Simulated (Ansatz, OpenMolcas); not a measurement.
**How basis sets differ on CH7BSi (SMILES CB[SiH3])**

CH7BSi has 10 atoms, charge 0, and is taken as a singlet. As SMILES, `CB[SiH3]`. Geometry: relaxed at PBE0-D4/def2-TZVP.

Each level gives the HOMO–LUMO gap (eV). The values are calculated.

```
            level          kind     program  value (eV)  CPU time
      HF/ANO-L-MB  Hartree–Fock  OpenMolcas       13.06     1.6 s
HF/ANO-R0 (sfX2C)  Hartree–Fock  OpenMolcas       13.23     3.9 s
        HF/STO-3G  Hartree–Fock      Ansatz       15.75    0.16 s
         HF/3-21G  Hartree–Fock      Ansatz       12.88     1.5 s
      HF/def2-SVP  Hartree–Fock      Ansatz       12.79     6.2 s
     HF/6-311+G**  Hartree–Fock  OpenMolcas       12.17      39 s
```

The values span 12.17 to 15.75 eV. A Hartree–Fock LUMO above zero doesn't converge with the basis: it sinks as sets grow more diffuse. Orbital gaps aren't excitation energies. Times are those of the runs behind each value, whatever else they computed, on shared processors of several kinds: orders of magnitude only.
